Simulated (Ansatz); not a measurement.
A run of Ansatz (development build ahead of 0.2.0) on doublet OH at this shape:

```yaml
atoms:
  - { symbol: O, position_ang: [0.0000, 0.0000, 0.0000] }
  - { symbol: H, position_ang: [0.0000, 0.0000, 2.7160] }
```

Its results:

```json
{
  "Converged": "yes",
  "Total energy": "-75.52037 hartree",
  "Spin squared of the determinant": "1.719",
  "Stability test": "minimum"
}
```

(1) Which input gives this output? Name the method, the orbitals and the basis set, and write the input.

## Answers

(1) PBE0 (unrestricted) in pcseg-2.

```yaml
crystal:
  periodic: [false, false, false]
  atoms:
    - { symbol: O, position_ang: [0.0, 0.0, 0.0] }
    - { symbol: H, position_ang: [0.0, 0.0, 2.716] }
basis:
  gaussian: { orbitals: pcseg-2 }
magnetization:
  spin_polarized: true
  initial_magnetization: 1
hamiltonian:
  xc: pbe0
```

Caution: charge can spread falsely over distant fragments; the unrestricted determinant is a mixture of spin states.
